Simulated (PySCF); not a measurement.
## Molecular orbitals of MgSi⁺

PBE0 at R = 2.721 Å; Mg 6-311G(d,p), Si 6-311G(d,p); no relativity (PySCF 2.14). State: ²Σ⁺ (doublet), unpaired electrons σ ↑, a second solution, started from another occupation. Only the outer orbitals are listed, counted within each symmetry.

```json
{"spin": "α", "orbital": "2π", "occ.": "1", "ε (eV)": "-56.46", "on Mg (%)": "100", "main shells (%)": "100 Mg p"}
{"spin": "α", "orbital": "2π", "occ.": "1", "ε (eV)": "-56.46", "on Mg (%)": "100", "main shells (%)": "100 Mg p"}
{"spin": "α", "orbital": "6σ", "occ.": "1", "ε (eV)": "-56.40", "on Mg (%)": "100", "main shells (%)": "100 Mg p"}
{"spin": "α", "orbital": "7σ", "occ.": "1", "ε (eV)": "-18.77", "on Mg (%)": "5", "main shells (%)": "94 Si s"}
{"spin": "α", "orbital": "8σ", "occ.": "1", "ε (eV)": "-12.36", "on Mg (%)": "39", "main shells (%)": "56 Si p, 35 Mg s"}
{"spin": "α", "orbital": "9σ", "occ.": "1", "ε (eV)": "-9.46", "on Mg (%)": "77", "main shells (%)": "60 Mg s, 23 Si p, 16 Mg p"}
{"spin": "α", "orbital": "3π", "occ.": "0", "ε (eV)": "-9.36", "on Mg (%)": "6", "main shells (%)": "94 Si p"}
{"spin": "α", "orbital": "3π", "occ.": "0", "ε (eV)": "-9.36", "on Mg (%)": "6", "main shells (%)": "94 Si p"}
{"spin": "α", "orbital": "4π", "occ.": "0", "ε (eV)": "-5.31", "on Mg (%)": "96", "main shells (%)": "96 Mg p"}
{"spin": "β", "orbital": "2π", "occ.": "1", "ε (eV)": "-56.37", "on Mg (%)": "100", "main shells (%)": "100 Mg p"}
{"spin": "β", "orbital": "2π", "occ.": "1", "ε (eV)": "-56.37", "on Mg (%)": "100", "main shells (%)": "100 Mg p"}
{"spin": "β", "orbital": "6σ", "occ.": "1", "ε (eV)": "-56.28", "on Mg (%)": "100", "main shells (%)": "100 Mg p"}
{"spin": "β", "orbital": "7σ", "occ.": "1", "ε (eV)": "-18.51", "on Mg (%)": "5", "main shells (%)": "94 Si s"}
{"spin": "β", "orbital": "8σ", "occ.": "1", "ε (eV)": "-11.85", "on Mg (%)": "37", "main shells (%)": "58 Si p, 29 Mg s"}
{"spin": "β", "orbital": "3π", "occ.": "0", "ε (eV)": "-9.27", "on Mg (%)": "5", "main shells (%)": "94 Si p"}
{"spin": "β", "orbital": "3π", "occ.": "0", "ε (eV)": "-9.27", "on Mg (%)": "5", "main shells (%)": "94 Si p"}
{"spin": "β", "orbital": "9σ", "occ.": "0", "ε (eV)": "-6.87", "on Mg (%)": "82", "main shells (%)": "77 Mg s, 19 Si p"}
```

Q: Which are the highest filled and the lowest empty level, where do they sit, and how wide is the gap?

A: Highest filled α 9σ at -9.46 eV (in %: 60 Mg s, 23 Si p, 16 Mg p); lowest empty α 3π at -9.36 eV (in %: 94 Si p); the gap at PBE0 is 0.10 eV.

| Quantity | Value |
| --- | --- |
| bond order (Mayer) | 0.74 |
| ⟨S²⟩ | 0.754 |
| charge on Mg (Mulliken, basis-dependent) | 0.37 |
| charge on Mg (Löwdin, basis-dependent) | 0.25 |
| dipole moment (positive dipole points towards Si; it is taken about the centre of mass and depends on that origin) | 0.29 D |
